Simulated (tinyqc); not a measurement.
Inside a calculation. Method: ROHF in the sto-3g basis, for OH+, spin multiplicity 3. This run ends on a higher stationary point, not on the lowest solution. One step of it, computed by the program tinyqc.

Problem. Orthogonalisation. S = U s U^T; symmetric (Loewdin) form X = U s^(-1/2) U^T, so that X^T S X = 1.

overlap S:
```
           1O 1s     1O 2s    1O 2px    1O 2py    1O 2pz     2H 1s
1O 1s   1.000000  0.236704  0.000000  0.000000  0.000000  0.012516
1O 2s   0.236704  1.000000  0.000000  0.000000  0.000000  0.167591
1O 2px  0.000000  0.000000  1.000000  0.000000  0.000000  0.000000
1O 2py  0.000000  0.000000  0.000000  1.000000  0.000000  0.000000
1O 2pz  0.000000  0.000000  0.000000  0.000000  1.000000  0.170101
2H 1s   0.012516  0.167591  0.000000  0.000000  0.170101  1.000000
```

Give: eigenvalues of S; X.

Solution.

eigenvalues of S: 0.696  0.864  1.000  1.000  1.124  1.316

X:
```
         1O 1s   1O 2s  1O 2px  1O 2py  1O 2pz   2H 1s
1O 1s    1.022  -0.124   0.000   0.000  -0.001   0.009
1O 2s   -0.124   1.034   0.000   0.000   0.011  -0.089
1O 2px   0.000   0.000   1.000   0.000   0.000   0.000
1O 2py   0.000   0.000   0.000   1.000   0.000   0.000
1O 2pz  -0.001   0.011   0.000   0.000   1.011  -0.088
2H 1s    0.009  -0.089   0.000   0.000  -0.088   1.023
```
